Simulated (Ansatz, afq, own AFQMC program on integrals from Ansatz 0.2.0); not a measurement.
**Al$_{2}$H⁺, triplet: AFQMC among the cluster methods**

```yaml
atoms:
  - { symbol: Al, position_ang: [0.0000, 0.0000, 0.3526] }
  - { symbol: Al, position_ang: [0.0000, 0.0000, -2.3244] }
  - { symbol: H, position_ang: [0.0000, 0.0000, 1.9718] }
```

Connectivity, by distances: AlH–Al.

Basis aug-cc-pVDZ. Only valence electrons are correlated. AFQMC by an in-house program on the Cholesky factors that Ansatz 0.2.0 writes for its CCSD(T) run. ph-AFQMC/CISD is guided by a CISD state made of CCSD amplitudes; releasing the constraint for a short imaginary time cuts its bias at the price of noise, slowly where states lie close. ± is one standard error of the sampling.

Determinant: UHF, the one that the program's search chose, which needn't be the lowest solution. The geometry is a PBE0/def2-TZVP stationary point of this or a neighbouring charge and spin state.

No full CI on the walks' own integrals is used here; CCSDT(Q) serves as the reference and is uncertain by about the last step of the cluster series.

Cautions: another spin lies lower (by 1.29 eV); the released energies are still falling, so no released level is given (meV from the phaseless value at times in 1/Eh: -1.7 ± 2.0 at 0.24, -5.2 ± 2.2 at 0.51, -9.5 ± 1.6 at 0.99, -12.0 ± 1.5 at 1.62, -13.9 ± 1.9 at 2.40).

```
T1 diagnostic                               : 0.0302
weight of the determinant in the CISD state : 0.885
⟨S²⟩ of the determinant                     : 2.043
size of the correlated space                : 6 electrons in 53 orbitals
```

Reference: CCSDT(Q), correlation energy -2.834 eV.

```csv
level,E − E(reference) (meV),share of correlation (%)
HF,2833.9,0.00
MP2,905.9,68.04
CCSD,146.3,94.84
CCSD(T),47.2,98.34
CCSDT,5.2,99.82
ph-AFQMC/CISD,20.9 ± 2.4,99.26
```

A walk keeps the symmetry of its determinant, which the program's search chose and which needn't be the lowest solution, so a lower state of the same spin and another symmetry isn't excluded.
